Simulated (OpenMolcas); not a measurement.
# SiH2F (SMILES F[SiH2]): a chain of runs

Aim: a single-point energy (ROHF/STO-3G), then the energy (CASSCF(3,3)/STO-3G), then the energy (CASPT2(3,3)/STO-3G), then the energy (SC-NEVPT2(3,3)/STO-3G), then the energy (MRCI(3,3)/STO-3G) of SiH2F. 

The results are computed with OpenMolcas 26.06.

1 further run of the same task is left out (set aside as unsound or not needed).

## 1. The structure to begin with

SiH2F has 4 atoms, charge 0, and is taken as a doublet. As SMILES, `F[SiH2]`. The Si2–H3 distance was set to 1.809 Å, away from the relaxed value.

Bond lengths: F1–Si2 1.621 Å, Si2–H4 1.448 Å. Angles: F1–Si2–H4 104.7°. A long bond or contact: Si2–H3 1.809 Å.

## 2. A single-point energy at ROHF/STO-3G (run 1)

The input, input.xyz:

```xyz
4

F      1.480001     0.411709    -0.421818
Si     0.152261    -0.500751    -0.243178
H     -1.219930     0.678520    -0.261640
H      0.410901    -1.296971     0.937712
```

The input, step1.inp:

```
&GATEWAY
BasLib=$CurrDir
Coord=input.xyz
Basis=STO-3G
Group=NoSym
&SEWARD
&SCF
UHF
Spin=2
Scramble=0.25
PrOrbitals=1 1
&RASSCF
FileOrb=$Project.UnaOrb
Spin=2
Nactel=1 0 0
Inactive=12
Ras2=1
OutOrbitals=Canonical
OrbListing=Nothing
```

The basis set STO-3G is read from a file made from the Basis Set Exchange's data (not shown).

Run with:

```console
$ export MOLCAS_MEM=1860
$ pymolcas step1.inp > step1.log
```

Log, shortened:

```text
--- Start Module: gateway ---
[...]
--- Stop Module: gateway /rc=_RC_ALL_IS_WELL_ ---
[...]
      Basis functions           16
[...]
--- Start Module: scf ---
[...]
       Convergence after  14 Iterations
[...]
::    Total SCF energy                               -384.7025569359
[...]
      Total spin, S                                     0.5073469878
[...]
--- Stop Module: scf /rc=_RC_ALL_IS_WELL_ ---
--- Start Module: rasscf ---
[...]
      Number of active orbitals                  1
[...]
      Spin quantum number                      0.5
[...]
      Active orbitals                            1
[...]
      Number of CSFs                             1
[...]
      Number of root(s) required                 1
[...]
      Convergence after  8 iterations
[...]
      printout of CI-coefficients larger than  0.05 for root  1
      energy=    -384.701538
      conf/sym  1     Coeff  Weight
             1  u   1.00000 1.00000
      Natural orbitals and occupation numbers for root  1
      sym 1:   1.000000
      ************************************************************************************************************************
      *                                                    Final results                                                     *
[...]
::    RASSCF root number  1 Total energy:   -384.70153779
[...]
      Total electronic charge=   25.000000
      Total            charge=   -0.000000
[...]
      Dipole Moment (debye):
      Origin of the operator (angstrom)=    0.6442   -0.1390   -0.2885
                   X= -7.0096E-01               Y= -1.2361E+00               Z= -2.0232E-01           Total=  1.4353E+00
      Quadrupole Moment (debye*angstrom):
[...]
--- Stop Module: rasscf /rc=_RC_ALL_IS_WELL_ ---
[...]
```

It took 1.4 s on 1 thread of Intel Xeon 6975P-C (Granite Rapids), shared host; peak memory 0.37 GiB.

## 3. The energy at CASSCF(3,3)/STO-3G (run 2)

input.xyz is that of step 2.

The input, step2.inp:

```
* FH2Si CASSCF
&GATEWAY
BasLib
$CurrDir
Coord
input.xyz
Basis
STO-3G
Group
NoSym
&SEWARD
&RASSCF
FileOrb
$CurrDir/step1.RasOrb
Spin
2
Nactel
3 0 0
Inactive
11
Ras2
3
OrbListing
Nothing
```

The basis set STO-3G is read from a file made from the Basis Set Exchange's data (not shown).

Run with:

```console
$ export MOLCAS_MEM=1860
$ pymolcas step2.inp > step2.log
```

Log, shortened:

```text
--- Start Module: gateway ---
[...]
--- Stop Module: gateway /rc=_RC_ALL_IS_WELL_ ---
--- Start Module: seward ---
[...]
      Basis functions           16
--- Stop Module: seward /rc=_RC_ALL_IS_WELL_ ---
--- Start Module: rasscf ---
[...]
      Number of active orbitals                  3
[...]
      Spin quantum number                      0.5
[...]
      Active orbitals                            3
[...]
      Number of CSFs                             8
[...]
      Number of root(s) required                 1
[...]
      Convergence after 10 iterations
[...]
      printout of CI-coefficients larger than  0.05 for root  1
      energy=    -384.730097
      conf/sym  111     Coeff  Weight
             1  2u0   0.98289 0.96608
             5  02u   0.07505 0.00563
             7  u02  -0.07108 0.00505
             8  0u2   0.14945 0.02234
      Natural orbitals and occupation numbers for root  1
      sym 1:   1.938283   1.000567   0.061150
      ************************************************************************************************************************
      *                                                    Final results                                                     *
[...]
::    RASSCF root number  1 Total energy:   -384.73009685
[...]
      Total electronic charge=   25.000000
      Total            charge=   -0.000000
[...]
      Dipole Moment (debye):
      Origin of the operator (angstrom)=    0.6442   -0.1390   -0.2885
                   X= -8.8130E-01               Y= -1.0813E+00               Z= -2.2935E-01           Total=  1.4137E+00
      Quadrupole Moment (debye*angstrom):
[...]
--- Stop Module: rasscf /rc=_RC_ALL_IS_WELL_ ---
[...]
```

It took 1.1 s on 1 thread of Intel Xeon 6975P-C (Granite Rapids), shared host; peak memory 0.37 GiB.

## 4. A single-point energy at CASPT2(3,3)/STO-3G (run 3)

input.xyz is that of step 3.

The input, step3.inp:

```
&gateway
baslib=$CurrDir
coord=input.xyz
basis=STO-3G
group=NoSym
&seward
&rasscf
fileorb=$CurrDir/step2.RasOrb
spin=2
nactel=3 0 0
inactive=11
ras2=3
orblisting=Nothing
&caspt2
imaginary=0.1
frozen=6
```

The basis set STO-3G is read from a file made from the Basis Set Exchange's data (not shown).

Run with:

```console
$ export MOLCAS_MEM=1860
$ pymolcas step3.inp > step3.log
```

Log, shortened:

```text
--- Start Module: gateway ---
[...]
--- Stop Module: gateway /rc=_RC_ALL_IS_WELL_ ---
[...]
      Basis functions           16
[...]
--- Start Module: rasscf ---
[...]
      Number of active orbitals                  3
[...]
      Spin quantum number                      0.5
[...]
      Active orbitals                            3
[...]
      Number of CSFs                             8
[...]
      Number of root(s) required                 1
[...]
      Convergence after  4 iterations
[...]
      printout of CI-coefficients larger than  0.05 for root  1
      energy=    -384.730097
      conf/sym  111     Coeff  Weight
             1  2u0   0.98289 0.96608
             5  02u   0.07505 0.00563
             7  u02  -0.07108 0.00505
             8  0u2   0.14945 0.02234
      Natural orbitals and occupation numbers for root  1
      sym 1:   1.938283   1.000567   0.061150
      ************************************************************************************************************************
      *                                                    Final results                                                     *
[...]
::    RASSCF root number  1 Total energy:   -384.73009685
[...]
      Total electronic charge=   25.000000
      Total            charge=   -0.000000
[...]
      Dipole Moment (debye):
      Origin of the operator (angstrom)=    0.6442   -0.1390   -0.2885
                   X= -8.8131E-01               Y= -1.0813E+00               Z= -2.2934E-01           Total=  1.4137E+00
      Quadrupole Moment (debye*angstrom):
[...]
--- Stop Module: rasscf /rc=_RC_ALL_IS_WELL_ ---
--- Start Module: caspt2 ---
[...]
 ###    WARNING: User changed nr of frozen orbitals.                         ###
 ###############################################################################
[...]
      E2 (Variational):          -0.0382266595
      Total energy:            -384.7683235072
[...]
      Reference weight:           0.98054
[...]
::    CASPT2 Root  1     Total energy:   -384.76832351
[...]
--- Stop Module: caspt2 /rc=_RC_ALL_IS_WELL_ ---
[...]
```

Wall time 1.1 s (1 thread of Intel Xeon 6975P-C (Granite Rapids), shared host); peak memory 0.37 GiB.

## 5. A single-point energy at SC-NEVPT2(3,3)/STO-3G (run 4)

input.xyz is that of step 4.

The input, step4.input:

```
&gateway
  baslib
  $CurrDir
  coord
  input.xyz
  basis
  STO-3G
  group
  NoSym

&seward

&rasscf
  fileorb
  $CurrDir/step2.RasOrb
  spin
  2
  nactel
  3 0 0
  inactive
  11
  ras2
  3
  orblisting
  Nothing

&caspt2
  sc-nevpt2
  frozen
  6
```

The basis set STO-3G is read from a file made from the Basis Set Exchange's data (not shown).

Run with:

```console
$ export MOLCAS_MEM=1860
$ pymolcas step4.input > step4.log
```

Log, shortened:

```text
--- Start Module: gateway ---
[...]
--- Stop Module: gateway /rc=_RC_ALL_IS_WELL_ ---
[...]
      Basis functions           16
[...]
--- Start Module: rasscf ---
[...]
      Number of active orbitals                  3
[...]
      Spin quantum number                      0.5
[...]
      Active orbitals                            3
[...]
      Number of CSFs                             8
[...]
      Number of root(s) required                 1
[...]
      Convergence after  4 iterations
[...]
      printout of CI-coefficients larger than  0.05 for root  1
      energy=    -384.730097
      conf/sym  111     Coeff  Weight
             1  2u0   0.98289 0.96608
             5  02u   0.07505 0.00563
             7  u02  -0.07108 0.00505
             8  0u2   0.14945 0.02234
      Natural orbitals and occupation numbers for root  1
      sym 1:   1.938283   1.000567   0.061150
      ************************************************************************************************************************
      *                                                    Final results                                                     *
[...]
::    RASSCF root number  1 Total energy:   -384.73009685
[...]
      Total electronic charge=   25.000000
      Total            charge=   -0.000000
[...]
      Dipole Moment (debye):
      Origin of the operator (angstrom)=    0.6442   -0.1390   -0.2885
                   X= -8.8131E-01               Y= -1.0813E+00               Z= -2.2934E-01           Total=  1.4137E+00
      Quadrupole Moment (debye*angstrom):
[...]
--- Stop Module: rasscf /rc=_RC_ALL_IS_WELL_ ---
--- Start Module: caspt2 ---
[...]
 ###    WARNING: User changed nr of frozen orbitals.                         ###
 ###############################################################################
[...]
      E2 (Variational):          -0.0371461231
[...]
      E2 (Variational):          -0.0370634413
      Total energy:            -384.7671602890
[...]
      Reference weight:           0.98161
[...]
::    SC-NEVPT2 Root  1     Total energy:   -384.76716029
[...]
--- Stop Module: caspt2 /rc=_RC_ALL_IS_WELL_ ---
[...]
```

It took 1.1 s on 1 thread of Intel Xeon 6975P-C (Granite Rapids), shared host; peak memory 0.37 GiB.

## 6. A single-point energy at MRCI(3,3)/STO-3G (run 5)

input.xyz is that of step 5.

The input, step5.input:

```
* FH2Si MRCI

&GATEWAY
 BasLib = $CurrDir
 Coord = input.xyz
 Basis = STO-3G
 Group = NoSym

&SEWARD

&RASSCF
 FileOrb = $CurrDir/step2.RasOrb
 Spin = 2
 Nactel = 3 0 0
 Inactive = 11
 Ras2 = 3
 OrbListing = Nothing

&MOTRA
 LumOrb
 Frozen = 6

&GUGA
 Electrons = 13
 Spin = 2
 Inactive = 5
 Active = 3
 CIAll = 1

&MRCI
 SDCI
```

The basis set STO-3G is read from a file made from the Basis Set Exchange's data (not shown).

Run with:

```console
$ export MOLCAS_MEM=1860
$ pymolcas step5.input > step5.log
```

Log, shortened:

```text
--- Start Module: gateway ---
[...]
--- Stop Module: gateway /rc=_RC_ALL_IS_WELL_ ---
[...]
      Basis functions           16
[...]
      Number of active orbitals                  3
[...]
      Spin quantum number                      0.5
[...]
      Active orbitals                            3
[...]
      Number of CSFs                             8
[...]
      Number of root(s) required                 1
[...]
      Convergence after  4 iterations
[...]
      printout of CI-coefficients larger than  0.05 for root  1
      energy=    -384.730097
      conf/sym  111     Coeff  Weight
             1  2u0   0.98289 0.96608
             5  02u   0.07505 0.00563
             7  u02  -0.07108 0.00505
             8  0u2   0.14945 0.02234
      Natural orbitals and occupation numbers for root  1
      sym 1:   1.938283   1.000567   0.061150
      ************************************************************************************************************************
      *                                                    Final results                                                     *
[...]
::    RASSCF root number  1 Total energy:   -384.73009685
[...]
      Dipole Moment (debye):
      Origin of the operator (angstrom)=    0.6442   -0.1390   -0.2885
                   X= -8.8131E-01               Y= -1.0813E+00               Z= -2.2934E-01           Total=  1.4137E+00
      Quadrupole Moment (debye*angstrom):
[...]
      *** WARNING: Default frozen orbitals is overwritten by user input.
      *** Default values:   3
[...]
--- Start Module: guga ---
[...]
--- Stop Module: guga /rc=_RC_ALL_IS_WELL_ ---
--- Start Module: mrci ---
[...]
       (But an ACPF correction will be computed)
       USE THE DEFAULT ACPF G-VALUE GFAC=  0.15384615384615385
[...]
                      CI ENERGY:  -384.78125040
[...]
                ACPF CORRECTION:    -0.00190711
[...]
      Total electronic charge=   25.000000
      Total            charge=   -0.000000
[...]
     ACPF CORRECTION:     -0.00190711
[...]
  CI State   1     Total energy:   -384.78125040     QDav:     -0.00226924     QACPF:     -0.00190711
[...]
--- Stop Module: mrci /rc=_RC_ALL_IS_WELL_ ---
[...]
```

Wall time 1.2 s (1 thread of Intel Xeon 6975P-C (Granite Rapids), shared host); peak memory 0.37 GiB.

## 7. What came out

```
                                                    quantity          value
                            run 1, ROHF/STO-3G: total energy  -384.70154 Eh
                           run 1, ROHF/STO-3G: dipole moment         1.44 D
                     run 2, CASSCF(3,3)/STO-3G: total energy  -384.73010 Eh
   run 2, CASSCF(3,3)/STO-3G: dipole moment (CASSCF density)         1.41 D
                     run 3, CASPT2(3,3)/STO-3G: total energy  -384.76832 Eh
   run 3, CASPT2(3,3)/STO-3G: dipole moment (CASSCF density)         1.41 D
                  run 4, SC-NEVPT2(3,3)/STO-3G: total energy  -384.76716 Eh
run 4, SC-NEVPT2(3,3)/STO-3G: dipole moment (CASSCF density)         1.41 D
                       run 5, MRCI(3,3)/STO-3G: total energy  -384.78125 Eh
     run 5, MRCI(3,3)/STO-3G: dipole moment (CASSCF density)         1.41 D
```

In words: Mulliken charges (run 1, ROHF/STO-3G) run from -0.32 on F1 to +0.66 on Si2; they depend strongly on the basis. Mulliken charges (run 2, CASSCF(3,3)/STO-3G) run from -0.33 on F1 to +0.63 on Si2; they depend strongly on the basis.
